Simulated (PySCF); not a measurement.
## SiO under electron impact: the energy ladder

CCSD(T) extrapolated to the basis-set limit (PySCF; SiO CCSD(T)/CBS(TQ)+CV+SR, SiO⁺ CCSD(T)/CBS(TQ)+CV+SR; CV core-valence, SR scalar-relativistic term); no spin–orbit coupling.

```
species  state (unpaired electrons)  Re (Å)  ωe (cm⁻¹)  energy of the minimum from the neutral (eV)  De (eV)  dissociates to
    SiO      singlet (closed shell)   1.512       1244                                         0.00     8.31          Si + O
   SiO⁺               doublet (σ ↑)   1.521       1149                                        11.64     4.80         Si⁺ + O
```

Task: Work out the lowest energy to break SiO into atoms, from its vibrational ground state.

Result: D0 = De − ωe/2 = 8.31 − 0.08 = 8.23 eV (composite CCSD(T)).

Task: Work out the ionisation energy of the Si atom at this level and the threshold of dissociative ionisation.

Result: IE(Si) = 11.64 + 4.80 − 8.31 = 8.13 eV, so Si⁺ + O + e⁻ appears at D0 + IE(Si) = 16.36 eV (composite CCSD(T)). The measured IE(Si) is 8.152 eV (NIST ASD).

These are thermodynamic thresholds; the onsets seen under electron impact lie higher where the geometry changes, and cross-sections peak well above them.

For an ion De counts to the pair picked by the measured ionisation energies or electron affinities, which need not be the lowest pair at this level. Where the molecule has an RHF reference, its open-shell atoms are computed with UHF. The CCSD T1 diagnostic is raised in SiO, SiO⁺, a sign that a single reference may not be enough there. States were picked by a PBE0 search and need not be the measured ground states.
